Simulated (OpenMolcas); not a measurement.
# NOF (nitrosyl fluoride) at 6 levels

Aim: a comparison of 6 runs (HF/3-21G, B3LYP/6-31G*, M06-L/def2-TZVPP, PBE/def2-TZVPP, PBE0/def2-TZVPP, TPSS/def2-TZVPP) of NOF (nitrosyl fluoride). 

Program for the calculation: OpenMolcas 26.06.

### 1 The structure to begin with

NOF: 3 atoms, total charge 0, spin state singlet. SMILES: `O=NF`. The N2–F3 distance was set to 2.670 Å, away from the relaxed value. At this shape a bond of the SMILES string is far longer than usual.

Bond lengths: O1–N2 1.127 Å.

### 2 The energy at HF/3-21G (run 1)

test.input reads:

```
&GATEWAY
BasLib=$CurrDir
Coord
3
bohr
O      3.40403359    -0.63255369     1.80732084
N      2.04452682    -2.00356890     0.91002218
F     -1.92239949     0.45274058    -1.01034207
Basis=3-21G
Group=NoSym
&SEWARD
&SCF
Thresholds=1e-10 1e-07 1e-07 1e-05
PrOrbitals=1
```

The basis set 3-21G is read from a file made from the Basis Set Exchange's data (not shown).

The run is started by

```console
$ export MOLCAS_MEM=1860
$ pymolcas test.input > test.log
```

The log of the run:

```text
--- Start Module: gateway ---
[...]
--- Stop Module: gateway /rc=_RC_ALL_IS_WELL_ ---
--- Start Module: seward ---
[...]
      Basis functions           27
--- Stop Module: seward /rc=_RC_ALL_IS_WELL_ ---
--- Start Module: scf ---
[...]
       Convergence after  22 Iterations
[...]
::    Total SCF energy                               -227.1621132929
[...]
      Total spin, S                                     0.0000000000
[...]
      Total electronic charge=   24.000000
      Total            charge=   -0.000000
[...]
      Dipole Moment (debye):
      Origin of the operator (angstrom)=    0.5028   -0.3194    0.2425
                   X=  5.1596E+00               Y= -2.5715E+00               Z=  2.5651E+00           Total=  6.3098E+00
      Quadrupole Moment (debye*angstrom):
[...]
--- Stop Module: scf /rc=_RC_ALL_IS_WELL_ ---
[...]
```

Wall time 1.5 s (1 thread of Arm Neoverse V2, shared host); peak memory 0.37 GiB.

### 3 A single-point energy at B3LYP/6-31G(d) (Cartesian functions) (run 2)

run.inp reads:

```
&GATEWAY
 BASLIB
 $CurrDir
 BASISSET
 O.6-31Gs....
 O1 1.801337 -0.334733 0.956393 angstrom
 End of Basis
 BASISSET
 N.6-31Gs....
 N2 1.081917 -1.060243 0.481563 angstrom
 End of Basis
 BASISSET
 F.6-31Gs....
 F3 -1.017290 0.239580 -0.534650 angstrom
 End of Basis

&SEWARD
 GRIDINPUT
 Grid=UltraFine
 End of Grid

&SCF
 KSDFT
 B3LYP
 THRESHOLDS
 1e-10 1e-07 1e-07 1e-05
 PRORBITALS
 0
```

The basis set 6-31G* is read from a file made from the Basis Set Exchange's data (not shown).

The run is started by

```console
$ export MOLCAS_MEM=1860
$ pymolcas run.inp > run.log
```

The log of the run:

```text
--- Start Module: gateway ---
[...]
--- Stop Module: gateway /rc=_RC_ALL_IS_WELL_ ---
--- Start Module: seward ---
[...]
      Basis functions           45
--- Stop Module: seward /rc=_RC_ALL_IS_WELL_ ---
--- Start Module: scf ---
[...]
       Convergence after  35 Iterations
[...]
::    Total KS-DFT energy                            -229.6001702423
[...]
      Total spin, S                                     0.0000000000
[...]
      Total electronic charge=   24.000000
      Total            charge=   -0.000000
[...]
      Dipole Moment (debye):
      Origin of the operator (angstrom)=    0.5028   -0.3194    0.2425
                   X=  4.5549E+00               Y= -1.7960E+00               Z=  2.3157E+00           Total=  5.4162E+00
      Quadrupole Moment (debye*angstrom):
[...]
--- Stop Module: scf /rc=_RC_ALL_IS_WELL_ ---
[...]
```

It took 11 s on 1 thread of Arm Neoverse V2, shared host; peak memory 0.38 GiB.

Run 3 isn't shown in full; the table further down has it.

### 4 The energy at PBE/def2-TZVPP (run 4)

run.input reads:

```
>>> EXPORT MOLCAS_PRINT=2
&gateway
baslib = $CurrDir
coord
3
angstrom
O        1.801337      -0.334733       0.956393
N        1.081917      -1.060243       0.481563
F       -1.017290       0.239580      -0.534650
basis = def2-TZVPP
group = NoSym
&seward
gridinput
Grid=UltraFine
End of Grid
&scf
ksdft = PBE
thresholds = 1e-10 1e-07 1e-07 1e-05
prorbitals = 0
```

The basis set def2-TZVPP is read from a file made from the Basis Set Exchange's data (not shown).

The run is started by

```console
$ export MOLCAS_MEM=1860
$ pymolcas run.input > run.log
```

The log of the run:

```text
--- Start Module: gateway ---
[...]
--- Stop Module: gateway /rc=_RC_ALL_IS_WELL_ ---
--- Start Module: seward ---
[...]
      Basis functions           93
--- Stop Module: seward /rc=_RC_ALL_IS_WELL_ ---
[...]
--- Start Module: scf ---
[...]
       Convergence after  51 Iterations
[...]
::    Total KS-DFT energy                            -229.5341122559
[...]
      Total spin, S                                     0.0000000000
[...]
      Total electronic charge=   24.000000
      Total            charge=   -0.000000
[...]
      Dipole Moment (debye):
      Origin of the operator (angstrom)=    0.5028   -0.3194    0.2425
                   X=  4.7986E+00               Y= -1.7941E+00               Z=  2.4502E+00           Total=  5.6789E+00
      Quadrupole Moment (debye*angstrom):
[...]
--- Stop Module: scf /rc=_RC_ALL_IS_WELL_ ---
[...]
```

Run time: 38 s. Hardware: 1 thread of Arm Neoverse V2, shared host; peak memory 0.51 GiB.

Run 5 isn't shown in full; the table further down has it.

### 5 A single-point energy at TPSS/def2-TZVPP (run 6)

run.input reads:

```
* FNO Kohn-Sham DFT

&GATEWAY
 BasLib=$CurrDir
 Coord
 3
 bohr
 O      3.40403359    -0.63255369     1.80732084
 N      2.04452682    -2.00356890     0.91002218
 F     -1.92239949     0.45274058    -1.01034207
 Basis=def2-TZVPP
 Group=NoSym

&SEWARD
 GridInput
 Grid=UltraFine
 End of Grid

&SCF
 KSDFT=2
 1.0 MGGA_X_TPSS
 1.0 MGGA_C_TPSS
 Thresholds=1e-10 1e-07 1e-07 1e-05
 PrOrbitals=1 1
```

The basis set def2-TZVPP is read from a file made from the Basis Set Exchange's data (not shown).

The run is started by

```console
$ export MOLCAS_MEM=1860
$ pymolcas run.input > run.log
```

The log of the run:

```text
--- Start Module: gateway ---
[...]
--- Stop Module: gateway /rc=_RC_ALL_IS_WELL_ ---
--- Start Module: seward ---
[...]
      Basis functions           93
--- Stop Module: seward /rc=_RC_ALL_IS_WELL_ ---
[...]
--- Start Module: scf ---
[...]
       Convergence after  63 Iterations
[...]
::    Total KS-DFT energy                            -229.7753308307
[...]
      Total spin, S                                     0.0000000000
[...]
      Total electronic charge=   24.000000
      Total            charge=   -0.000000
[...]
      Dipole Moment (debye):
      Origin of the operator (angstrom)=    0.5028   -0.3194    0.2425
                   X=  4.9238E+00               Y= -1.8693E+00               Z=  2.5111E+00           Total=  5.8346E+00
      Quadrupole Moment (debye*angstrom):
[...]
--- Stop Module: scf /rc=_RC_ALL_IS_WELL_ ---
[...]
```

Run time: 67 s. Hardware: 1 thread of Arm Neoverse V2, shared host; peak memory 0.51 GiB.

### 6 All runs side by side

| run | level | Cartesian functions | integration grid | energy (Eh) | dipole moment (D) | HOMO energy (eV) | LUMO energy (eV) | wall time |
| --- | --- | --- | --- | --- | --- | --- | --- | --- |
| 1 | HF/3-21G | no | – | -227.162113 | 6.31 | -8.88 | -1.88 | 1.5 s |
| 2 | B3LYP/6-31G* (Cartesian functions) | yes | UltraFine | -229.600170 | 5.42 | -7.22 | -5.28 | 11 s |
| 3 | M06-L/def2-TZVPP | no | UltraFine | -229.709853 | 6.21 | -6.74 | -6.33 | 37 s |
| 4 | PBE/def2-TZVPP | no | UltraFine | -229.534112 | 5.68 | -6.56 | -6.40 | 38 s |
| 5 | PBE0/def2-TZVPP | no | UltraFine | -229.483096 | 6.72 | -8.06 | -5.65 | 22 s |
| 6 | TPSS/def2-TZVPP | no | UltraFine | -229.775331 | 5.83 | -6.64 | -6.37 | 67 s |

### 7 Outcome

| quantity | value |
| --- | --- |
| run 6: total energy | -229.77533 Eh |
| run 6: dipole moment | 5.83 D |
| run 6: HOMO energy | -6.64 eV |
| run 6: LUMO energy | -6.37 eV |
| run 6: HOMO–LUMO gap | 0.28 eV |

The dipole moment (its size) runs from 5.42 D (B3LYP/6-31G*) to 6.72 D (PBE0/def2-TZVPP). The two ends differ in method and basis. The HOMO–LUMO gap runs from 0.16 eV (PBE/def2-TZVPP) to 7.00 eV (HF/3-21G). Totals of different functionals can't be ranked against each other. In runs 1, 2, 3, 4, 5, 6 a closed-shell determinant meets a far-stretched bond, which it describes badly. All runs together took 2.9 min, the longest 67 s.
